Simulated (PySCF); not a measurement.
Species: dimethylphosphine, C2H7P.
InChI=1S/C2H7P/c1-3-2/h3H,1-2H3

The closed-shell ground state was solved at several levels (PySCF, density fitting, gas phase, non-relativistic). Isolated species at its PBE0-D3(BJ)/def2-SVP geometry, gas phase.

| level | basis functions | total energy (Eh) | HOMO (eV) | LUMO (eV) | gap (eV) | dipole (D) |
| --- | --- | --- | --- | --- | --- | --- |
| PBE0/pcSseg-2 | 213 | -421.5919 | -6.72 | 0.36 | 7.08 | 1.33 |
| PBE0/pcSseg-1 | 93 | -421.5162 | -6.72 | 0.91 | 7.63 | 1.33 |

**Question.** What might PBE0/def2-SVPD (120 basis functions) give for the same quantities?

**Answer.** Total energy -421.3840 Eh, HOMO -6.69 eV, LUMO 0.53 eV, gap 7.22 eV, dipole 1.32 D.

**Question.** Over all these levels, which gives the widest orbital gap and which the narrowest?

**Answer.** PBE0/pcSseg-1 has the widest, 7.63 eV, and PBE0/pcSseg-2 the narrowest, 7.08 eV. From the narrowest to the widest the HOMO moves by 0.00 eV and the LUMO by +0.55 eV.

**Question.** How much does the basis alone move the frontier levels among the 3 PBE0 rows (the withheld one included)?

**Answer.** The HOMO by 0.03 eV and the LUMO by 0.55 eV. By rising basis size (HOMO, LUMO in eV): pcSseg-1 -6.72, 0.91; def2-SVPD -6.69, 0.53; pcSseg-2 -6.72, 0.36.

**Question.** How far do the dipole and the HOMO energy spread over the levels?

**Answer.** The dipole runs from 1.32 to 1.33 D (mean 1.33 D) and the HOMO from -6.72 to -6.69 eV.
